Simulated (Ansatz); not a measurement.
Mulliken charges of methanol (`CO`) from B3LYP/def2-TZVPP in Ansatz (PBE0-D4/def2-TZVP geometry).

| atom | x (Å) | y (Å) | z (Å) | charge (e) |
| --- | --- | --- | --- | --- |
| C1 | -0.088 | -0.207 | -0.276 | -0.108 |
| O2 | -0.165 | 0.316 | 1.030 | -0.360 |
| H3 | -0.865 | -0.968 | -0.361 | 0.104 |
| H4 | 0.879 | -0.684 | -0.479 | 0.088 |
| H5 | -0.273 | 0.554 | -1.043 | 0.088 |
| H6 | 0.512 | 0.989 | 1.129 | 0.187 |

Problem. By hand: the dipole of these point charges (1 e Å = 4.8032 D).

Solution. Σ q r = (0.128, -0.019, -0.301) e Å, of length 0.328 e Å = 1.58 D.

Problem. How does the dipole of the full density compare? (Estimate.)

Solution. The calculation gave: (0.229, 0.107, -0.229) e Å, 1.64 D; the point charges give 0.96 times that, at 31° from its direction.

Point charges leave out the atoms' own dipoles, such as those of lone pairs, and Mulliken's split depends on the basis, so the two needn't agree.

B3LYP here is the variant with VWN-RPA as its local correlation; programs differ in this.
